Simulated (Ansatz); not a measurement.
Born–Oppenheimer molecular dynamics of CH4LiSi (7 atoms, charge 0, multiplicity 2). It goes on from the last frame of an earlier run, with new velocities.

All numbers below come from UKS BLYP/def2-SVP in Ansatz 0.2.0.

```yaml
ensemble: NVT, Langevin thermostat
time_step: 0.25 fs
steps_asked: 400
set_temperature: 500 K
friction: 0.02 /fs
seed: 840870
```

First frame:

```xyz
7
Properties=species:S:1:pos:R:3
Li -2.988 -0.886 -0.532
Si -0.599 -0.822 0.173
C 0.639 0.701 0.013
H 0.160 -1.990 -0.032
H 1.134 1.003 0.950
H 1.234 0.443 -0.878
H 0.163 1.700 -0.355
```

Task: What does the run give?

Result: The run went to its last step.

| Item | Value |
| --- | --- |
| steps done | 400 |
| time covered | 100 fs |
| mean temperature over the second half | 344 K |
| spread of the potential energy over the second half | 9.2 meV per atom |
| mean potential energy of the second half above the start | -28.3 meV per atom |

The mean temperature of the second half is 31 % below the set value. A run of 0.1 ps of so small a system gives no equilibrium averages.

Task: What happens to the structure?

Result: The same pairs are bonded in the first frame and the last. Pairs count as bonded within 1.25 times the sum of covalent radii (0.12 Å more for H–H). The details hang on the random start.

Task: How do temperature and energy run in time?

Result: 
| time (fs) | T (K) | potential energy less start (eV) |
| --- | --- | --- |
| 0.0 | 429 | 0.000 |
| 3.2 | 563 | -0.143 |
| 6.5 | 464 | -0.120 |
| 9.8 | 425 | -0.069 |
| 13.0 | 553 | -0.168 |
| 16.2 | 610 | -0.192 |
| 19.5 | 608 | -0.185 |
| 22.8 | 689 | -0.209 |
| 26.0 | 500 | -0.225 |
| 29.2 | 461 | -0.227 |
| 32.5 | 446 | -0.203 |
| 35.8 | 624 | -0.242 |
| 39.0 | 578 | -0.256 |
| 42.2 | 360 | -0.181 |
| 45.5 | 319 | -0.151 |
| 48.8 | 313 | -0.173 |
| 52.0 | 300 | -0.213 |
| 55.2 | 380 | -0.244 |
| 58.5 | 383 | -0.258 |
| 61.8 | 294 | -0.277 |
| 65.0 | 301 | -0.309 |
| 68.2 | 318 | -0.280 |
| 71.5 | 223 | -0.178 |
| 74.8 | 330 | -0.249 |
| 78.0 | 366 | -0.168 |
| 81.2 | 253 | -0.103 |
| 84.5 | 290 | -0.106 |
| 87.8 | 290 | -0.101 |
| 91.0 | 468 | -0.208 |
| 94.2 | 431 | -0.146 |
| 97.5 | 413 | -0.117 |

Run time: 19 min on 2 threads of Arm Neoverse N1 (shared host), peak memory 0.14 GiB.
